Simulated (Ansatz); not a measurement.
We consider rock-salt HfC, described by PBEsol in Ansatz (plane waves, PAW).

Settings: plane-wave cutoff 500 eV, 10×14×1 k mesh (along the axes of the cell as run), Fermi–Dirac smearing 0.05 eV, scalar-relativistic PAW data made under PBE.

**Question.** What does this level give for the surface energy of the (110) face and work function of the (110) face?

**Answer.** 
* **surface energy of the (110) face**: 3.91 J/m²
* **work function of the (110) face**: 3.65 eV

The slab of 16 atoms is relaxed and unreconstructed.

Spin–orbit coupling is not included.

Static lattice: no zero-point or thermal effects.

Ansatz is a first-principles code.
